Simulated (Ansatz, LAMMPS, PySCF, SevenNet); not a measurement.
Ladder of methods for the cohesive energy of cubic BN

Reference value: 6.76 eV/atom (measured, static lattice: zero-point vibration energy added; as tabulated in Mejia-Rodriguez and Trickey (2018), arXiv:1807.09216).

```csv
level (code),value (eV/atom),cell (Å³/atom),error (eV/atom)
ExTeP BN.extep (LAMMPS),6.74,5.63,-0.02
SevenNet-l3i5,6.78,5.92,+0.02
PBE (PySCF),6.92 ± 0.05,5.96,+0.16
r²SCAN-D4 (Ansatz),6.91,5.85,+0.15
MP2 (PySCF),7.29 ± 0.1,5.81,+0.53
```

Leaving aside SevenNet-l3i5 (doubt noted below): Closest of the ranked levels: ExTeP BN.extep (-0.02 eV/atom). Farthest off among them: MP2 (+0.53 eV/atom). Of the ranked levels only ExTeP BN.extep lands within 0.1 eV/atom.

Free atoms are spin-polarised, in the lowest state found; at levels without +SOC their spin–orbit coupling is left out.  A ± on a computed value is a rough bar: the spread of its extrapolation, a floor set from checks against published values, or a statistical error. SevenNet-l3i5: free atoms can lie outside what these potentials were trained on. Each level is taken at its own relaxed cell. Ansatz's density-functional and Hartree–Fock values are scalar-relativistic unless marked +SOC, with PAW data made under PBE.

Empirical potentials (ExTeP BN.extep) are fitted to chosen data: where that held the value shown, agreement is built in, and what lay outside the fit can be far off. Machine-learned potentials (SevenNet-l3i5) are trained on DFT data: a solid inside that data is no test of them.

Differences are worked out from the printed values.

Ansatz is a first-principles code.
